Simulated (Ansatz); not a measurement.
# CHClO: geometry and frequencies at several levels

The task here is to estimate one member of a computed series from the others.

Method: the levels named in each step, in Ansatz 0.2.0.

### The system as given

Bond lengths: O1–C2 1.180 Å, C2–Cl3 1.737 Å, C2–H4 1.096 Å. Angles: O1–C2–Cl3 123.2°, O1–C2–H4 126.2°, Cl3–C2–H4 110.6°.

Structure file:

```xyz
4

O    -1.4466   -0.7364   -0.0036
C    -0.7855    0.2412   -0.0039
Cl    0.9518    0.2144    0.0032
H    -1.1548    1.2734   -0.0085
```

Set-up of the first run:

input.yaml reads:

```yaml
crystal:
  periodic: [false, false, false]
  atoms:
    - { symbol: O, position_ang: [-1.44659, -0.73637, -0.00363] }
    - { symbol: C, position_ang: [-0.78549, 0.24115, -0.00387] }
    - { symbol: Cl, position_ang: [0.95177, 0.21442, 0.00319] }
    - { symbol: H, position_ang: [-1.15485, 1.27344, -0.00849] }
basis:
  gaussian: { orbitals: def2-SVP }
hamiltonian:
  xc: pbe
  dispersion: d4
relax:
  f_tol: 0.03
  max_steps: 200
```

Started as:

```bash
$ ansatz run input.yaml --threads 2 --pin off --max-ram 5120MiB --backend cpu --events-out ev --progress --plain --runs-dir out
```

Steps of the session up to this table: A rough first relaxation, PBE-D4/def2-SVP; Relaxation, PBE0-D4/def2-TZVPP; Frequencies, PBE0-D4/def2-TZVPP; Relaxation, PBE-D4/def2-TZVPP; Frequencies, PBE-D4/def2-TZVPP; Relaxation, r2SCAN-D4/def2-TZVPP; Frequencies, r2SCAN-D4/def2-TZVPP; Relaxation, B3LYP-D4/def2-TZVPP; Frequencies, B3LYP-D4/def2-TZVPP; Relaxation, B2PLYP/def2-TZVPP; Frequencies, B2PLYP/def2-TZVPP.

One of the session's tables, all rows but one given; the rest of the session is left out.

| level | O1–C2 (Å) | C2–Cl3 (Å) | dipole (D) | highest frequency (cm⁻¹) |
| --- | --- | --- | --- | --- |
| PBE0-D4/def2-TZVPP | 1.1765 | 1.7615 | 1.86 | 3062 |
| PBE-D4/def2-TZVPP | 1.1886 | 1.7878 | 1.75 | 2969 |
| r2SCAN-D4/def2-TZVPP | 1.1796 | 1.7802 | 1.83 | 3037 |
| B3LYP-D4/def2-TZVPP | ? | ? | ? | ? |
| B2PLYP/def2-TZVPP | 1.1825 | 1.7761 | 1.85 | 3084 |

**Question.** Estimate the row for B3LYP-D4/def2-TZVPP.

The run gave: O1–C2 (Å): 1.1778; C2–Cl3 (Å): 1.7839; dipole (D): 1.86; highest frequency (cm⁻¹): 3048. In the column «O1–C2 (Å)» it lies between PBE0-D4/def2-TZVPP (1.1765) and r2SCAN-D4/def2-TZVPP (1.1796).
